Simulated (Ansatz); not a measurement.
Z-matrix (Å, degrees):
```
C
N 1 1.441
H 1 1.093 2 108.6
H 1 1.093 2 108.6 3 -115.7
H 1 1.093 2 114.6 3 122.1
C 2 1.244 1 121.4 3 -122.1
F 6 1.361 2 122.8 1 -0.0
C 6 1.482 2 126.2 1 180.0
H 8 1.093 6 110.0 2 120.9
H 8 1.093 6 110.0 2 -120.9
H 8 1.087 6 109.7 2 0.0
```

Total charge 0; spin multiplicity 1.

(1) List the PBE/def2-TZVPP orbital energies in eV (Ansatz 0.2.0). (An estimate is asked.)

## Answers

(1) The calculation gave: Occupied: -660.30, -380.28, -271.81, -269.44, -269.21, -30.60, -23.08, -19.00, -17.02, -14.32, -12.39, -11.93, -11.82, -10.31, -10.23, -9.89, -9.56, -8.93, -6.91, -6.23. Lowest empty: -0.65, 0.61, 1.16, 2.23, 2.53, 2.57, 2.79, 2.92.
